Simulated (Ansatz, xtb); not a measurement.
# C5H9N: which of two isomers lies lower

We compare a, `C=C/C=C(/C)N`, a singlet, with b, `C=C/C=C(\C)N`, a singlet. Both are isolated molecules in the gas phase, relaxed with PBE-D3(BJ)/def2-SVP; the shapes shown needn't be the lowest conformers.

a (Å):

| atom | x (Å) | y (Å) | z (Å) |
| --- | --- | --- | --- |
| C | 1.3742 | -2.4827 | 2.4297 |
| C | 0.3384 | -1.7480 | 1.9494 |
| C | 0.0641 | -0.3641 | 2.2639 |
| C | -0.9660 | 0.3926 | 1.7577 |
| C | -1.1702 | 1.8248 | 2.1717 |
| N | -1.8565 | -0.0490 | 0.7911 |
| H | 2.1159 | -2.0432 | 3.1167 |
| H | 1.5101 | -3.5373 | 2.1488 |
| H | -0.3581 | -2.2593 | 1.2570 |
| H | 0.7468 | 0.1351 | 2.9690 |
| H | -1.1097 | 2.5034 | 1.2937 |
| H | -2.1770 | 1.9707 | 2.6231 |
| H | -0.4146 | 2.1406 | 2.9133 |
| H | -2.7780 | 0.3907 | 0.7872 |
| H | -1.8920 | -1.0539 | 0.6149 |

b (Å):

```yaml
atoms:
  - { symbol: C, position_ang: [1.6983, -2.1115, 2.3529] }
  - { symbol: C, position_ang: [0.9235, -1.0028, 2.2319] }
  - { symbol: C, position_ang: [-0.4649, -0.9917, 1.8337] }
  - { symbol: C, position_ang: [-1.2776, 0.1076, 1.6994] }
  - { symbol: C, position_ang: [-0.8566, 1.5235, 1.9865] }
  - { symbol: N, position_ang: [-2.5708, 0.0011, 1.2043] }
  - { symbol: H, position_ang: [2.7507, -2.0447, 2.6650] }
  - { symbol: H, position_ang: [1.2983, -3.1168, 2.1404] }
  - { symbol: H, position_ang: [1.3898, -0.0269, 2.4570] }
  - { symbol: H, position_ang: [-0.9106, -1.9761, 1.5999] }
  - { symbol: H, position_ang: [-0.9223, 2.1438, 1.0675] }
  - { symbol: H, position_ang: [-1.5316, 1.9870, 2.7394] }
  - { symbol: H, position_ang: [0.1736, 1.5862, 2.3757] }
  - { symbol: H, position_ang: [-3.2396, 0.7079, 1.5152] }
  - { symbol: H, position_ang: [-2.9678, -0.9396, 1.1693] }
```

Quicker runs give these differences E(b) − E(a): GFN2-xTB +0.007 eV; HF/STO-3G +0.016 eV (at GFN2-xTB geometries); r2SCAN-D4/def2-SVP +0.018 eV (at GFN2-xTB geometries).

Problem. Estimate E(b) − E(a) at the level CCSD(T)/def2-SVP + ΔMP2/def2-TZVPP.

Solution. CCSD(T)/def2-SVP + ΔMP2/def2-TZVPP gives E(b) − E(a) = +0.031 eV, slightly favouring structure a, which is too small a margin to settle the true order.

Level by level:

```json
{"level": "GFN2-xTB", "geometry": "GFN2-xTB", "E(b) − E(a) (eV)": "+0.007", "departure from the last row (eV)": "−0.024", "job, with rough time for the two": "optimisation, 0.12 s"}
{"level": "HF/STO-3G", "geometry": "GFN2-xTB", "E(b) − E(a) (eV)": "+0.016", "departure from the last row (eV)": "−0.015", "job, with rough time for the two": "single point, 0.32 s"}
{"level": "r2SCAN-D4/def2-SVP", "geometry": "GFN2-xTB", "E(b) − E(a) (eV)": "+0.018", "departure from the last row (eV)": "−0.013", "job, with rough time for the two": "single point, 2.4 s"}
{"level": "PBE-D3(BJ)/def2-SVP", "geometry": "PBE-D3(BJ)/def2-SVP", "E(b) − E(a) (eV)": "+0.011", "departure from the last row (eV)": "−0.020", "job, with rough time for the two": "optimisation, 23 s"}
{"level": "HF/def2-SVP", "geometry": "PBE-D3(BJ)/def2-SVP", "E(b) − E(a) (eV)": "+0.036", "departure from the last row (eV)": "+0.005", "job, with rough time for the two": "part of the CCSD(T) run"}
{"level": "MP2/def2-SVP", "geometry": "PBE-D3(BJ)/def2-SVP", "E(b) − E(a) (eV)": "+0.024", "departure from the last row (eV)": "−0.007", "job, with rough time for the two": "part of the CCSD(T) run"}
{"level": "CCSD(T)/def2-SVP", "geometry": "PBE-D3(BJ)/def2-SVP", "E(b) − E(a) (eV)": "+0.025", "departure from the last row (eV)": "−0.006", "job, with rough time for the two": "single point"}
{"level": "CCSD(T)/def2-SVP + ΔMP2/def2-TZVPP", "geometry": "PBE-D3(BJ)/def2-SVP", "E(b) − E(a) (eV)": "+0.031", "departure from the last row (eV)": "", "job, with rough time for the two": "single point, 38 s"}
```

As drawn, both hold the same kinds of bond in the same numbers.

The largest departure from CCSD(T)/def2-SVP + ΔMP2/def2-TZVPP is that of GFN2-xTB, 0.024 eV. The last row adds to CCSD(T) the change of the MP2 difference between the two basis sets, here +0.006 eV.

With thermal terms from frequencies at re-optimised GFN2-xTB minima (ideal gas, soft modes damped towards free rotors, one conformer each, 298.15 K, 1 atm): the zero-point term adds −0.002 eV; ΔH is +0.032 and ΔG +0.023 eV.

The correlated steps freeze 6 core orbitals. Codes used: Ansatz 0.2.0, xtb 6.7.1; the last row on 2 threads of Intel(R) Xeon(R) 6975P-C (Granite Rapids) on a shared host.
